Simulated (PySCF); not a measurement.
**HF: relaxation and vibrations of the singlet**

The task is one start of a wider search on HF: the singlet, from a linear start. It is relaxed, tested by its Hessian and followed downhill if it is a saddle.

The runs use PySCF 2.14.0; PBE, basis H def2-SVP, F def2-SVP, no relativity, density fitting.

## 1. The system as given

2 atoms, charge 0, spin multiplicity 1.

Bond lengths: H1–F2 1.008 Å.

```xyz
2
charge 0 multiplicity 1
H     0.0000    0.0000    0.0000
F     0.0000    0.0000    1.0080
```

## 2. First SCF at the start

One driver script runs all steps and calls PySCF; scf.py shows how it sets up the SCF of each step. The optimiser is the driver's own. After this first run the driver tries any further starts and a stability analysis.

The input, scf.py:

```python
from pyscf import gto, scf, dft
mol = gto.M(atom='''
H      0.000000     0.000000     0.000000
F      0.000000     0.000000     1.008000''',
    basis={'H': 'def2-SVP', 'F': 'def2-SVP'},
    charge=0, spin=0)
mf = dft.RKS(mol, xc='PBE')
mf.grids.atom_grid = (50, 194)
aux = {'H': 'def2-universal-JKFIT', 'F': 'def2-universal-JKFIT'}
mf = mf.density_fit(auxbasis=aux)
mf.conv_tol = 1e-08
mf.diis_space = 10
mf.max_cycle = 60
mf.init_guess = 'minao'
mf.verbose = 4
mf.kernel()
```

Launch:

```bash
OMP_NUM_THREADS=2 python axn.py task.json out
```

The runs that follow: Linear start, singlet: relaxation; Frequencies.

**Question.** What will these runs give? Wanted: minimum; geometry; wavenumbers; dipole moment; highest occupied, lowest empty level; polar-tensor charge of H1; zero-point energy; atomisation energy.

**Answer**, as computed:

| quantity | value |
| --- | --- |
| minimum | singlet, C∞v |
| geometry | H–F 0.932 Å |
| wavenumbers (cm⁻¹) | 3970 (σ+) |
| dipole moment | 1.81 D |
| highest occupied, lowest empty level | -8.39, 0.68 eV |
| polar-tensor charge of H1 | +0.36 e |
| zero-point energy | 23.7 kJ/mol |
| entropy at 298.15 K | 173.9 J/(mol K) |
| atomisation energy (no zero-point energy) | 566 kJ/mol |

The linear start keeps its C∞v symmetry and ends in a minimum. In the infrared the band at 3970 cm⁻¹ (σ+) leads. Only this shape and spin were tried, so other structures or states may lie lower.
